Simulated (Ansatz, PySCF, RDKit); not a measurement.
Complex: CH4O (SMILES CO) (first 6 atoms) with H2O (SMILES O); geometry from S66by8 set.
(charge 0, multiplicity 1):
```xyz
9

O     -1.129     0.448    -0.004
H     -0.165     0.416    -0.003
C     -1.591    -0.887     0.005
H     -2.677    -0.856     0.004
H     -1.269    -1.447    -0.877
H     -1.270    -1.435     0.894
O      2.315     0.334    -0.001
H      2.754     0.723    -0.760
H      2.753     0.737     0.753
```

Interaction energies are E(AB) − E(A) − E(B) at the monomers' geometry in the complex; basis-set methods are counterpoise corrected.

Rows in 6-31G* carry no dispersion term and start afresh at each structure (6-31G* with six Cartesian d functions).

The values were computed with Ansatz (Gaussian basis) for Hartree–Fock, density functionals and correlated methods; PySCF for 6-31G* rows; RDKit for the force fields. Values without a source in brackets are computed.

Task: One of these levels gives -170.4 meV for the interaction energy. Which one is it?
(A) B3LYP/6-31G*
(B) B3LYP/def2-TZVPPD
(C) MMFF94

Result: A, B3LYP/6-31G*. The others give -154.1 (MMFF94), -135.1 (B3LYP/def2-TZVPPD)

Ansatz is a program for electronic structure.
